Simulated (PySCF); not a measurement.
# CH4: a ladder of methods

Aim: at the PBE0 minimum of singlet CH4, found before, compare methods on energies and levels.

The runs use PySCF 2.14.0; several methods, basis C def2-TZVP, H def2-TZVP, no relativity, density fitting.

## 1. The system as given

5 atoms, charge 0, spin multiplicity 1.

Bond lengths: C1–H2 1.090 Å, C1–H3 1.090 Å, C1–H4 1.090 Å, C1–H5 1.090 Å. Angles: H2–C1–H3 109.5°, H2–C1–H4 109.5°, H2–C1–H5 109.5°, H3–C1–H4 109.5°, H3–C1–H5 109.5°, H4–C1–H5 109.5°.

Coordinates in bohr (charge 0 multiplicity 1):
```
C     0.0000    0.0000    0.0000
H     1.6811   -0.0001    1.1887
H    -1.6811    0.0000    1.1887
H     0.0000    1.6811   -1.1887
H     0.0000   -1.6810   -1.1887
```

## 2. PBE0

The steps are one call of a driver around PySCF; scf.py gives each level's set-up. Each SCF starts from the density of the minimum. The driver also runs the species with one electron less or more at the same geometry (one less: multiplicity 2); their logs are not shown.

scf.py

```python
from pyscf import gto, scf, dft
mol = gto.M(atom='''
C     -0.000000     0.000000     0.000000
H      0.889582    -0.000032     0.629030
H     -0.889582    -0.000000     0.629030
H      0.000016     0.889598    -0.629007
H     -0.000016    -0.889567    -0.629052''',
    basis={'C': 'def2-TZVP', 'H': 'def2-TZVP'},
    charge=0, spin=0)
mf = dft.RKS(mol, xc='PBE0')
mf.grids.atom_grid = (99, 590)
aux = {'C': 'def2-universal-JKFIT', 'H': 'def2-universal-JKFIT'}
mf = mf.density_fit(auxbasis=aux)
mf.kernel()
```

What it wrote:

```text
init E= -40.4741493551507
  HOMO = -0.403652024763761  LUMO = 0.0622289414796739  gap/eV = 12.67727
cycle= 1 E= -40.4741493551725  delta_E= -2.18e-11  |g|= 7.93e-07  |ddm|= 2.17e-05
  HOMO = -0.403652195189211  LUMO = 0.0622288880269366  gap/eV = 12.67727
Extra cycle  E= -40.4741493551724  delta_E= 7.11e-14  |g|= 1.5e-07  |ddm|= 1.85e-06
converged SCF energy = -40.4741493551724
```

This level, with the species of one electron less or more, ran for 1.1 s (4 threads, shared host).

```
energy                        : -40.474149 Eh
one electron less (charge +1) : -39.956750 Eh (doublet, ⟨S²⟩ 0.75)
Mulliken charge of C1         : -0.53 e
```

## 3. HF

Edit scf.py of step 2 so:

```diff
@@ -10,2 +10 @@
-mf = dft.RKS(mol, xc='PBE0')
-mf.grids.atom_grid = (99, 590)
+mf = scf.RHF(mol)
```

What it wrote:

```text
init E= -40.2085101588593
  HOMO = -0.538299348233717  LUMO = 0.149844111829978  gap/eV = 18.72534
cycle= 1 E= -40.2126982015354  delta_E= -0.00419  |g|= 0.0332  |ddm|= 0.0806
  HOMO = -0.548692643795662  LUMO = 0.148588720529915  gap/eV = 18.97399
cycle= 2 E= -40.2129583044589  delta_E= -0.00026  |g|= 0.0103  |ddm|= 0.02
  HOMO = -0.544173068641573  LUMO = 0.149556869289924  gap/eV = 18.87735
cycle= 3 E= -40.2129914534481  delta_E= -3.31e-05  |g|= 0.0034  |ddm|= 0.00759
  HOMO = -0.544938254096873  LUMO = 0.149501461654509  gap/eV = 18.89667
cycle= 4 E= -40.2129960619683  delta_E= -4.61e-06  |g|= 0.000418  |ddm|= 0.00358
  HOMO = -0.54495763259268  LUMO = 0.149504877067073  gap/eV = 18.89729
cycle= 5 E= -40.212996192007  delta_E= -1.3e-07  |g|= 3.2e-05  |ddm|= 0.00126
  HOMO = -0.544964164273999  LUMO = 0.149502373055398  gap/eV = 18.89740
cycle= 6 E= -40.2129961926159  delta_E= -6.09e-10  |g|= 2.37e-06  |ddm|= 0.000161
  HOMO = -0.544964166834538  LUMO = 0.149502190987914  gap/eV = 18.89739
Extra cycle  E= -40.2129961926186  delta_E= -2.72e-12  |g|= 6.35e-07  |ddm|= 8.67e-06
converged SCF energy = -40.2129961926186
```

This level, with the species of one electron less or more, took under 0.5 s.

| Item | Value |
| --- | --- |
| energy | -40.212996 Eh |
| one electron less (charge +1) | -39.717628 Eh (doublet, ⟨S²⟩ 0.77) |
| Mulliken charge of C1 | -0.45 e |

## 4. PBE

Edit scf.py of step 3 so:

```diff
@@ -10 +10,2 @@
-mf = scf.RHF(mol)
+mf = dft.RKS(mol, xc='PBE')
+mf.grids.atom_grid = (99, 590)
```

What it wrote:

```text
init E= -40.4622555713378
  HOMO = -0.345351616769449  LUMO = 0.0348865818154422  gap/eV = 10.34681
cycle= 1 E= -40.4629453143043  delta_E= -0.00069  |g|= 0.00809  |ddm|= 0.0554
  HOMO = -0.346146455154349  LUMO = 0.0340574216409273  gap/eV = 10.34587
cycle= 2 E= -40.4629389596854  delta_E= 6.35e-06  |g|= 0.00878  |ddm|= 0.00764
  HOMO = -0.347264551475663  LUMO = 0.0337432010196714  gap/eV = 10.36775
cycle= 3 E= -40.4629564424114  delta_E= -1.75e-05  |g|= 0.00169  |ddm|= 0.00557
  HOMO = -0.346865262441185  LUMO = 0.0338883940068406  gap/eV = 10.36083
cycle= 4 E= -40.4629572292321  delta_E= -7.87e-07  |g|= 2.22e-05  |ddm|= 0.00108
  HOMO = -0.346874888204954  LUMO = 0.0338842156904953  gap/eV = 10.36098
cycle= 5 E= -40.4629572293721  delta_E= -1.4e-10  |g|= 2.32e-06  |ddm|= 1.74e-05
  HOMO = -0.346875553521093  LUMO = 0.033883973033511  gap/eV = 10.36099
Extra cycle  E= -40.4629572293704  delta_E= 1.74e-12  |g|= 3.53e-06  |ddm|= 3.52e-06
converged SCF energy = -40.4629572293704
```

This level, with the species of one electron less or more, took 2 s.

```
energy                        : -40.462957 Eh
one electron less (charge +1) : -39.950287 Eh (doublet, ⟨S²⟩ 0.75)
Mulliken charge of C1         : -0.51 e
```

## 5. r2SCAN

Edit scf.py of step 4 so:

```diff
@@ -10 +10 @@
-mf = dft.RKS(mol, xc='PBE')
+mf = dft.RKS(mol, xc='R2SCAN')
```

What it wrote:

```text
init E= -40.499024704886
  HOMO = -0.360529557348299  LUMO = 0.0715190477491845  gap/eV = 11.75664
cycle= 1 E= -40.4993067020534  delta_E= -0.000282  |g|= 0.00358  |ddm|= 0.0438
  HOMO = -0.361197592690109  LUMO = 0.0718354989970784  gap/eV = 11.78343
cycle= 2 E= -40.4993049180189  delta_E= 1.78e-06  |g|= 0.00457  |ddm|= 0.00472
  HOMO = -0.360519176547471  LUMO = 0.0721444989753302  gap/eV = 11.77338
cycle= 3 E= -40.4993100975921  delta_E= -5.18e-06  |g|= 6.71e-05  |ddm|= 0.00249
  HOMO = -0.360521482314744  LUMO = 0.0721683835147786  gap/eV = 11.77409
cycle= 4 E= -40.4993100989848  delta_E= -1.39e-09  |g|= 6.92e-06  |ddm|= 0.00021
  HOMO = -0.360518198069724  LUMO = 0.0721738603437885  gap/eV = 11.77415
cycle= 5 E= -40.4993100989983  delta_E= -1.36e-11  |g|= 3.99e-07  |ddm|= 2.64e-05
  HOMO = -0.360518336693469  LUMO = 0.0721738937036953  gap/eV = 11.77416
Extra cycle  E= -40.4993100989985  delta_E= -1.56e-13  |g|= 3.82e-07  |ddm|= 1.45e-06
converged SCF energy = -40.4993100989985
```

This level, with the species of one electron less or more, took 3.2 s.

- energy: -40.499310 Eh
- one electron less (charge +1): -39.985117 Eh (doublet, ⟨S²⟩ 0.75)
- Mulliken charge of C1: -0.46 e

## 6. B3LYP

Edit scf.py of step 5 so:

```diff
@@ -10 +10 @@
-mf = dft.RKS(mol, xc='R2SCAN')
+mf = dft.RKS(mol, xc='B3LYP')
```

What it wrote:

```text
init E= -40.536814698726
  HOMO = -0.39394490866069  LUMO = 0.0488021525236952  gap/eV = 12.04776
cycle= 1 E= -40.5375901093255  delta_E= -0.000775  |g|= 0.00283  |ddm|= 0.0916
  HOMO = -0.395583263532189  LUMO = 0.0478546166857932  gap/eV = 12.06656
cycle= 2 E= -40.5375907095807  delta_E= -6e-07  |g|= 0.000257  |ddm|= 0.00151
  HOMO = -0.395510575958845  LUMO = 0.0478649142302778  gap/eV = 12.06486
cycle= 3 E= -40.5375907102552  delta_E= -6.75e-10  |g|= 0.000194  |ddm|= 0.000256
  HOMO = -0.395550165213838  LUMO = 0.0478528752989256  gap/eV = 12.06561
cycle= 4 E= -40.5375907192963  delta_E= -9.04e-09  |g|= 3.61e-05  |ddm|= 0.000121
  HOMO = -0.395546698504174  LUMO = 0.0478529993153956  gap/eV = 12.06552
cycle= 5 E= -40.5375907196066  delta_E= -3.1e-10  |g|= 1.99e-07  |ddm|= 2.07e-05
  HOMO = -0.395546680061243  LUMO = 0.047852999091802  gap/eV = 12.06552
Extra cycle  E= -40.5375907196065  delta_E= 7.82e-14  |g|= 1.54e-07  |ddm|= 3.12e-07
converged SCF energy = -40.5375907196065
```

This level, with the species of one electron less or more, ran for 2 s (4 threads, shared host).

```
energy                        : -40.537591 Eh
one electron less (charge +1) : -40.017122 Eh (doublet, ⟨S²⟩ 0.75)
Mulliken charge of C1         : -0.47 e
```

## 7. TPSSh

Edit scf.py of step 6 so:

```diff
@@ -10 +10 @@
-mf = dft.RKS(mol, xc='B3LYP')
+mf = dft.RKS(mol, xc='TPSSH')
```

What it wrote:

```text
init E= -40.5366207387743
  HOMO = -0.376517746577082  LUMO = 0.0525423166940335  gap/eV = 11.67532
cycle= 1 E= -40.5370592504253  delta_E= -0.000439  |g|= 0.0114  |ddm|= 0.0259
  HOMO = -0.378170540892076  LUMO = 0.0524791120631143  gap/eV = 11.71857
cycle= 2 E= -40.5370480842715  delta_E= 1.12e-05  |g|= 0.0128  |ddm|= 0.0127
  HOMO = -0.376113083040474  LUMO = 0.0530347223639325  gap/eV = 11.67771
cycle= 3 E= -40.5370886448825  delta_E= -4.06e-05  |g|= 0.000518  |ddm|= 0.00716
  HOMO = -0.376283731017894  LUMO = 0.0529709000214815  gap/eV = 11.68061
cycle= 4 E= -40.5370887116466  delta_E= -6.68e-08  |g|= 1.43e-05  |ddm|= 0.000302
  HOMO = -0.376276705737968  LUMO = 0.0529740788030466  gap/eV = 11.68051
cycle= 5 E= -40.5370887116805  delta_E= -3.39e-11  |g|= 3.24e-06  |ddm|= 1.52e-05
  HOMO = -0.376278581008333  LUMO = 0.052973432269205  gap/eV = 11.68054
Extra cycle  E= -40.5370887116793  delta_E= 1.23e-12  |g|= 4e-06  |ddm|= 4.05e-06
converged SCF energy = -40.5370887116793
```

This level, with the species of one electron less or more, took 3.3 s.

| Item | Value |
| --- | --- |
| energy | -40.537089 Eh |
| one electron less (charge +1) | -40.020929 Eh (doublet, ⟨S²⟩ 0.75) |
| Mulliken charge of C1 | -0.51 e |

## 8. CAM-B3LYP

Edit scf.py of step 7 so:

```diff
@@ -10 +10 @@
-mf = dft.RKS(mol, xc='TPSSH')
+mf = dft.RKS(mol, xc='CAMB3LYP')
```

What it wrote:

```text
init E= -40.5025615964627
  HOMO = -0.457073703014492  LUMO = 0.0890658188098961  gap/eV = 14.86121
cycle= 1 E= -40.5033202033096  delta_E= -0.000759  |g|= 0.00535  |ddm|= 0.083
  HOMO = -0.459207539189811  LUMO = 0.0881983073784554  gap/eV = 14.89567
cycle= 2 E= -40.5033282544097  delta_E= -8.05e-06  |g|= 0.00219  |ddm|= 0.0073
  HOMO = -0.459997574624237  LUMO = 0.087985980577411  gap/eV = 14.91139
cycle= 3 E= -40.5033290536792  delta_E= -7.99e-07  |g|= 0.00112  |ddm|= 0.00167
  HOMO = -0.459809542095838  LUMO = 0.0880294001901696  gap/eV = 14.90746
cycle= 4 E= -40.5033293667085  delta_E= -3.13e-07  |g|= 4.45e-05  |ddm|= 0.000751
  HOMO = -0.45982126537609  LUMO = 0.0880272440875807  gap/eV = 14.90772
cycle= 5 E= -40.5033293673787  delta_E= -6.7e-10  |g|= 3.73e-06  |ddm|= 8e-05
  HOMO = -0.459819703006315  LUMO = 0.0880278079661423  gap/eV = 14.90769
Extra cycle  E= -40.5033293673813  delta_E= -2.61e-12  |g|= 2.77e-06  |ddm|= 7.07e-06
converged SCF energy = -40.5033293673813
```

This level, with the species of one electron less or more, took 2.2 s.

* energy: -40.503329 Eh
* one electron less (charge +1): -39.981758 Eh (doublet, ⟨S²⟩ 0.75)
* Mulliken charge of C1: -0.49 e

## 9. revPBE

Edit scf.py of step 8 so:

```diff
@@ -10 +10 @@
-mf = dft.RKS(mol, xc='CAMB3LYP')
+mf = dft.RKS(mol, xc='PBE_R,PBE')
```

What it wrote:

```text
init E= -40.5171038715598
  HOMO = -0.34526799491978  LUMO = 0.0346435142678949  gap/eV = 10.33792
cycle= 1 E= -40.5176767023248  delta_E= -0.000573  |g|= 0.00518  |ddm|= 0.0511
  HOMO = -0.346907910791005  LUMO = 0.0339832907676367  gap/eV = 10.36458
cycle= 2 E= -40.5176735673772  delta_E= 3.13e-06  |g|= 0.00555  |ddm|= 0.00611
  HOMO = -0.346005681672699  LUMO = 0.0342451670272581  gap/eV = 10.34715
cycle= 3 E= -40.5176811672996  delta_E= -7.6e-06  |g|= 0.00116  |ddm|= 0.00372
  HOMO = -0.346135349633372  LUMO = 0.0342103917561936  gap/eV = 10.34973
cycle= 4 E= -40.5176814631106  delta_E= -2.96e-07  |g|= 2.82e-05  |ddm|= 0.000617
  HOMO = -0.346131884198108  LUMO = 0.0342115222983246  gap/eV = 10.34967
cycle= 5 E= -40.517681463297  delta_E= -1.86e-10  |g|= 5.59e-07  |ddm|= 1.59e-05
  HOMO = -0.346131803826628  LUMO = 0.034211560518159  gap/eV = 10.34967
Extra cycle  E= -40.5176814632973  delta_E= -2.84e-13  |g|= 6.06e-07  |ddm|= 8.62e-07
converged SCF energy = -40.5176814632973
```

This level, with the species of one electron less or more, took 1.9 s.

- energy: -40.517681 Eh
- one electron less (charge +1): -40.006031 Eh (doublet, ⟨S²⟩ 0.75)
- Mulliken charge of C1: -0.48 e

## 10. Comparison of the levels

| level | atomisation energy (kJ/mol) | vertical ionisation energy (eV) | −ε(HOMO) (eV) | gap (eV) | wall time |
| --- | --- | --- | --- | --- | --- |
| PBE0 | 1745 | 14.08 | 10.98 | 12.68 | 1.1 s |
| HF | 1369 | 13.48 | 14.83 | 18.90 | under 0.5 s |
| PBE | 1755 | 13.95 | 9.44 | 10.36 | 2 s |
| r2SCAN | 1750 | 13.99 | 9.81 | 11.77 | 3.2 s |
| B3LYP | 1758 | 14.16 | 10.76 | 12.07 | 2 s |
| TPSSh | 1774 | 14.05 | 10.24 | 11.68 | 3.3 s |
| CAM-B3LYP | 1762 | 14.19 | 12.51 | 14.91 | 2.2 s |
| revPBE | 1721 | 13.92 | 9.42 | 10.35 | 1.9 s |

Times are for 4 threads, shared host; PBE0 starts from its own converged density, so its time is not comparable. A dash stands where a species or a free atom was not run at that level, or the quantity is not defined.

Atomisation goes to high-spin atoms in their ground configurations, run at the same level, without zero-point energy.

## 11. Summary of results

| quantity | value |
| --- | --- |
| atomisation energy, range | 1369 (HF) to 1774 (TPSSh) kJ/mol |
| vertical ionisation energy, range | 13.48 (HF) to 14.19 (CAM-B3LYP) eV |
| orbital gap, range | 10.35 (revPBE) to 18.90 (HF) eV |

The atomisation energy spreads over 405 kJ/mol, from HF to TPSSh; without a CCSD(T) value for it there is no yardstick here.
